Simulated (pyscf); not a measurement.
Structures and frequencies: ωB97X-D3(BJ)/def2-SVP in PySCF.

**Question.** Estimate the classical barrier height and the reaction energy of H₃C–SnH₃ (SMILES [CH3][SnH3]) → H₂C=SnH₂ (SMILES [CH2]=[SnH2]) + H₂ (SMILES [H][H]) at r²SCAN/def2-TZVP. The step runs on the singlet surface, breaks C–H, H–Sn and forms H–H; take the reactant's lowest minimum found as zero.

**Answer.** ΔE‡ = 91.9 kcal/mol, ΔE = +58.0 kcal/mol. ωB97M-D3(BJ)/def2-TZVP gives 96.9 kcal/mol and +60.9 kcal/mol. Zero-point energy shifts the barrier by -4.8 kcal/mol. It is an elimination, with an imaginary mode of 1777i cm⁻¹. At the saddle there is also a short H–Sn contact that neither side keeps. The same reactants have a lower exit, to CH₄ + SnH₂ [singlet] (barrier +58.5 kcal/mol at ωB97M-D3(BJ)/def2-TZVP, against +96.9 kcal/mol here). H₂C=SnH₂ lies 38.8 kcal/mol over its isomer H₃C–SnH: [singlet] (electronic energy, ωB97M-D3(BJ)/def2-TZVP). One saddle was located; it need not be the lowest between these sides. Elements past Kr carry the def2 core potentials, without spin-orbit coupling.
